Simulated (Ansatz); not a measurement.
`Cc1ccccn1`, relaxed with RKS PBE0-D4/def2-TZVP in Ansatz from a PBE-D4/def2-SVP geometry. The force threshold is 0.005 eV/Å; the program also tests the step.

Total charge 0; spin multiplicity 1.

Start:

```xyz
14

C     1.556   -1.155    1.120
C     0.553   -0.388    0.297
C    -0.571    0.224    0.898
C    -1.485    0.916    0.096
C    -1.251    0.986   -1.286
C    -0.108    0.351   -1.791
N     0.774   -0.318   -1.031
H     1.948   -0.541    1.957
H     1.099   -2.062    1.568
H     2.397   -1.469    0.475
H    -0.718    0.155    1.987
H    -2.369    1.395    0.544
H    -1.936    1.523   -1.959
H     0.111    0.384   -2.874
```

Q: How much energy does the relaxation release, and in how many steps? (An estimate is asked.)

A: Computed: 8.93 kJ/mol, in 53 steps, 16 of them rejected.

Q: Which bonds change most? (Estimate.)

A: Ansatz gave: C2–C3 from 1.413 to 1.392 Å; C4–C5 from 1.403 to 1.384 Å; C1–H8 from 1.109 to 1.090 Å; C1–H9 from 1.111 to 1.092 Å.

Q: Give the relaxed structure. (Best estimate.)

A: Computed: 
```xyz
14

C     1.526   -1.158    1.110
C     0.526   -0.397    0.300
C    -0.491    0.339    0.901
C    -1.391    1.026    0.104
C    -1.250    0.958   -1.271
C    -0.206    0.200   -1.779
N     0.662   -0.461   -1.025
H     1.345   -1.054    2.180
H     1.493   -2.218    0.848
H     2.536   -0.806    0.888
H    -0.572    0.369    1.981
H    -2.191    1.605    0.552
H    -1.928    1.477   -1.937
H    -0.060    0.121   -2.854
```
